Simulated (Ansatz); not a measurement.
# PH (SMILES [PH]): levels of theory compared

Aim: a comparison of 6 runs (UPBE/3-21G, U-r2SCAN/cc-pVDZ, UMP2/3-21G, UMP2/cc-pVDZ, UCCSDTQ/3-21G, UCCSD(T)/3-21G) of PH. 

Program for the calculation: Ansatz 0.2.0.

57 further runs of the same task are left out: 57 set aside as unsound or not needed.

## 1. The system as given

PH: 2 atoms, total charge 0, spin state triplet. SMILES: `[PH]`. The H2–P1 distance was set to 2.798 Å, away from the relaxed value.

## 2. The energy at UPBE/3-21G (run 1)

input.yaml

```yaml
crystal:
  periodic: [false, false, false]
  atoms:
    - {symbol: P, position_ang: [0.000000, 0.000000, -1.399030]}
    - {symbol: H, position_ang: [0.000000, 0.000000, 1.399070]}
basis:
  gaussian:
    orbitals: 3-21G.json
magnetization:
  spin_polarized: true
  initial_magnetization: 2
hamiltonian:
  xc: pbe
accuracy: high
```

The basis set 3-21G is read from a file made from the Basis Set Exchange's data (not shown).

The run is started by

```bash
ansatz run input.yaml --threads 1 --pin off --max-ram 2610MiB --events-out events.jsonl --progress --plain --runs-dir runs
```

Output:

```text
Warning: RAYON_NUM_THREADS=1 ignored (pool sized by the plan → 1); use --threads N
Functional definition: PBE
  name "PBE"
  parameter kappa = 0.804
  parameter beta = 0.06672455060314922
  exchange = pbe_x(kappa = kappa, mu = beta*pi^2/3)
  correlation = pbe_c(beta = beta)
272 factors; integrals over basis functions are off by at most 2.6e-9 eV
mean field evaluation 1: about -9247.7900 eV, gradient 2.5e0 eV
mean field evaluation 2: about -9245.5824 eV, gradient 1.2e1 eV
mean field evaluation 4: about -9248.1132 eV, gradient 1.2e0 eV
mean field evaluation 8: about -9248.3533 eV, gradient 7.1e-1 eV
mean field evaluation 16: about -9248.3792 eV, gradient 5.5e-8 eV
mean field evaluation 32: about -9248.3792 eV, gradient 1.7e-8 eV
mean field -9248.37919673 eV, -339.8716667032 hartree, gradient 5.5e-8 eV, S^2 2.737122; 1 other end points of the search recorded, 0 dependent functions left out
reference -9248.37919868 eV, -339.8716667750 hartree; 9, 7 occupied and 6, 8 virtual orbitals, 272 factors
Total energy: -9248.37919868 eV, -339.8716667750 hartree
```

Wall time 0.92 s (1 thread of Arm Neoverse V1, shared host).

## 3. A single-point energy at U-r2SCAN/cc-pVDZ (run 2)

run.yaml

```yaml
crystal:
  periodic: [false, false, false]
  atoms:
    - {symbol: P, position_ang: [0.000000, 0.000000, -1.399030]}
    - {symbol: H, position_ang: [0.000000, 0.000000, 1.399070]}
basis:
  gaussian:
    orbitals: cc-pVDZ
accuracy: high
hamiltonian:
  xc: {name: r2SCAN}
magnetization:
  spin_polarized: true
  initial_magnetization: 2
```

The run is started by

```bash
ansatz run run.yaml --threads 1 --pin off --max-ram 2610MiB --events-out events.jsonl --progress --plain --runs-dir runs
```

Output:

```text
Warning: RAYON_NUM_THREADS=1 ignored (pool sized by the plan → 1); use --threads N
Functional definition: r2SCAN
  name "r2SCAN"
  parameter k0 = 0.174
  parameter k1 = 0.065
  parameter a1 = 4.9479
  exchange = r2scan_x(k0 = k0, k1 = k1, a1 = a1)
  correlation = r2scan_c
397 factors; integrals over basis functions are off by at most 2.8e-9 eV
mean field evaluation 1: about -9297.7503 eV, gradient 7.9e0 eV
mean field evaluation 2: about -9290.6163 eV, gradient 1.8e1 eV
mean field evaluation 4: about -9298.9711 eV, gradient 2.0e0 eV
mean field evaluation 8: about -9299.3775 eV, gradient 5.1e-1 eV
mean field evaluation 16: about -9299.3876 eV, gradient 5.8e-4 eV
mean field evaluation 32: about -9299.3876 eV, gradient 6.2e-3 eV
mean field -9299.38760722 eV, -341.7461912139 hartree, gradient 2.8e-8 eV, S^2 2.765825; 1 other end points of the search recorded, 0 dependent functions left out
reference -9299.38760863 eV, -341.7461912660 hartree; 9, 7 occupied and 14, 16 virtual orbitals, 397 factors
Total energy: -9299.38760863 eV, -341.7461912660 hartree
```

Run time: 3.6 s. Hardware: 1 thread of Arm Neoverse V1, shared host; peak memory 0.14 GiB.

Runs 3 to 5 aren't shown in full; the table further down has their settings and results.

## 4. The energy at UCCSD(T)/3-21G (run 6)

job.yaml

```yaml
crystal:
  periodic: [false, false, false]
  atoms:
    - {symbol: P, position_ang: [0.000000, 0.000000, -1.399030]}
    - {symbol: H, position_ang: [0.000000, 0.000000, 1.399070]}
basis:
  gaussian: {orbitals: 3-21G.json}
magnetization: {spin_polarized: true, initial_magnetization: 2}
correlation: {method: ccsd_t, frozen_orbitals: {H: 0, P: 5}}
accuracy: high
scf: {omitted_lower_state_checks: [cluster_reference, increment]}
```

The basis set 3-21G is read from a file made from the Basis Set Exchange's data (not shown).

The run is started by

```bash
ansatz run job.yaml --threads 1 --pin off --max-ram 2610MiB --events-out events.jsonl --progress --plain --runs-dir runs
```

Output, cut to the lines that bear on the results:

```text
Warning: RAYON_NUM_THREADS=1 ignored (pool sized by the plan → 1); use --threads N
Functional definition: HF
  name "HF"
[...]
272 factors; integrals over basis functions are off by at most 2.6e-9 eV
[...]
mean field -9238.22851733 eV, -339.4986361157 hartree, gradient 1.0e-8 eV, S^2 2.931396; 7 other end points of the search recorded, 0 dependent functions left out
5 core orbitals not correlated: weight in the atoms' cores, before any rotation towards them, 1.000 or more for the frozen orbitals, at most 0.000 for the correlated occupied ones
reference -9238.22851733 eV, -339.4986361157 hartree; 4, 2 occupied and 6, 8 virtual orbitals, 272 factors
second order -0.37543208 eV of doubles, -0.00000000 eV of singles
cycle   1  -0.46970923 eV  change   -9.4e-2 eV  update   2.4e-2
[...]
cycle  35  -0.58649910 eV  change  -4.0e-10 eV  update  4.2e-10
perturbative correction -0.01614192 eV, -0.0005932046 hartree
Total energy: -9238.83115835 eV, -339.5207827646 hartree
Checks for a lower state left out: cluster_reference, increment
```

It took 0.38 s on 1 thread of Arm Neoverse V1, shared host.

## 5. Overview of the runs

| run | level | frozen core orbitals | energy (Eh) | ⟨S²⟩ | wall time |
| --- | --- | --- | --- | --- | --- |
| 1 | UPBE/3-21G | – | -339.871667 | 2.737 | 0.92 s |
| 2 | U-r2SCAN/cc-pVDZ | – | -341.746191 | 2.766 | 3.6 s |
| 3 | UMP2/3-21G | 5 | -339.512433 | 2.931 | 0.18 s |
| 4 | UMP2/cc-pVDZ | 5 | -341.274811 | 2.929 | 0.34 s |
| 5 | UCCSDTQ/3-21G | 5 | -339.521385 | 2.931 | 8.4 s |
| 6 | UCCSD(T)/3-21G | 5 | -339.520783 | 2.931 | 0.38 s |

## 6. Summary of results

| quantity | value |
| --- | --- |
| run 6: total energy | -339.52078 Eh |
| run 6: correlation energy (5 core orbitals frozen) | -22.1 mEh |
| run 6: (T) correction | -0.59 mEh |
| run 6: ⟨S²⟩ of the reference determinant | 2.931 |
| run 6: T1 diagnostic | 0.038 |

In words: Totals of different functionals can't be ranked against each other. Spin contamination of the reference: run 3 ⟨S²⟩ = 2.93, run 5 ⟨S²⟩ = 2.93, run 6 ⟨S²⟩ = 2.93, run 4 ⟨S²⟩ = 2.93, run 2 ⟨S²⟩ = 2.77, run 1 ⟨S²⟩ = 2.74. Where it is this large, the reference is a mixture of spin states, and values that rest on it are in doubt. All runs together took 14 s, the longest 8.4 s.
